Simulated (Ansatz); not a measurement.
Results of B3LYP (VWN-RPA form) (Ansatz, an electronic-structure program, PAW) for TlS (I4/mcm, No. 140).

Run with plane-wave cutoff 460 eV, 4×4×4 k mesh, Fermi–Dirac smearing 0.01 eV, scalar-relativistic PAW data made under PBE.

Cell (measured lattice):

TlS has the tetragonal space group I4/mcm (No. 140), Pearson symbol tI16. Lattice parameters: a = b = 7.786 Å, c = 6.800 Å, α = β = γ = 90.00°. Tl1 on 4b is coordinated by 4 S at 2.603 Å (tetrahedral). Tl2 on 4a is surrounded by 8 S at 3.329 Å. S on 8h has 2 Tl at 2.603 Å and 4 Tl at 3.329 Å. (Neighbours: up to the widest gap in distance over summed covalent radii, below 1.35, at either atom; cation-cation and far metal-metal contacts left out.)
(The calculation used a cell of 8 atoms; values per cell refer to that cell.)

Problem. What does this level give for the band gap, smallest direct gap on the k points sampled and Γ–Γ gap?

Solution. 
band gap: 1.27 eV
smallest direct gap on the k points sampled: 1.91 eV
Γ–Γ gap: 3.34 eV

Note: cell and atoms aren't relaxed at this level (largest force component 0.32 eV/Å, pressure 3.2 GPa).

Spin–orbit coupling is not included; with these elements it can move the gap by several tenths of an eV or more.

Static lattice: no zero-point or thermal effects.

The result took very roughly 5 core-minutes.
